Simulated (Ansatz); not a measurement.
Basis-set extrapolation for C$_{4}$H$_{9}$N, SMILES `NC1CCC1` (PBE0-D4/def2-TZVP geometry, frozen core, Ansatz). Multiplicity 1, RHF reference.

```
                      def2-TZVPP   def2-QZVPP
                 HF  -211.205686  -211.215629
    MP2 correlation    -0.900325    -0.957835
CCSD(T) correlation    -0.983351      not run
```

Energies in hartree. Use E(X) = E(∞) + A·exp(−7.88·√X) for Hartree–Fock and E(X) = E(∞) + B·X^(−2.97) for correlation, with X = 3 and 4, and add CCSD(T) minus MP2 of the smaller set to the MP2 limit.

Problem. What is the CCSD(T) energy at the basis-set limit?

Solution. HF limit: -211.215629 + (-0.009943) × 0.13774 = -211.21700. MP2 limit: -0.957835 + (-0.057510) × 0.74074 = -1.00043. Higher-order term: -0.983351 − (-0.900325) = -0.08303. Total: -212.30046 hartree, 3.03 eV below CCSD(T)/def2-TZVPP.
